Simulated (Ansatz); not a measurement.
Gas-phase reaction in SMILES: C=C=O + 4 [H][H] (H2) → 2 C (CH4) + O (H2O)

Wanted: energy of full hydrogenation (electronic), in kcal/mol. Set-up: no dispersion term unless named; valence correlation only; 6-31G* and kin with 6d, 5d where marked; non-relativistic; spin-orbit terms left out. CBS(X,Y): correlation extrapolated as X^-3; Hartree-Fock from the larger set. First-principles rows: single points at B3LYP-D3(BJ) geometries (Ansatz, an electronic-structure program).

```tsv
species	coefficient	E at MP2/6-31G* (Ansatz), Eh	E at wB97M-V/def2-TZVPD (Ansatz), Eh
C=C=O	-1	-152.14640	-152.61187
[H][H] (H2)	-4	-1.14411	-1.16077
C (CH4)	+2	-40.33255	-40.49098
O (H2O)	+1	-76.19675	-76.43347
```

Coupled cluster (Ansatz) is a level with limits of its own, used here on species with T1 under 0.025 (0.045 for open shells) and stable references: CCSD(T)/CBS(cc-pVTZ,cc-pVQZ). Value to compare with, CCSD(T)/CBS(cc-pVTZ,cc-pVQZ) (Ansatz): -102.9 kcal/mol. 1 Eh = 627.5095 kcal/mol.

**Question.** Work the quantity out at each level, and compare with CCSD(T)/CBS(cc-pVTZ,cc-pVQZ) (Ansatz).

**Answer.** 
- MP2/6-31G*: the sum of coefficient times E is -0.13901 Eh, or -87.23 kcal/mol. Result: -87.2 kcal/mol. Its difference against CCSD(T)/CBS(cc-pVTZ,cc-pVQZ) (Ansatz) is 15.7 kcal/mol.
- wB97M-V/def2-TZVPD: the sum of coefficient times E is -0.16048 Eh, or -100.70 kcal/mol. Result: -100.7 kcal/mol. Its difference against CCSD(T)/CBS(cc-pVTZ,cc-pVQZ) (Ansatz) is 2.2 kcal/mol.
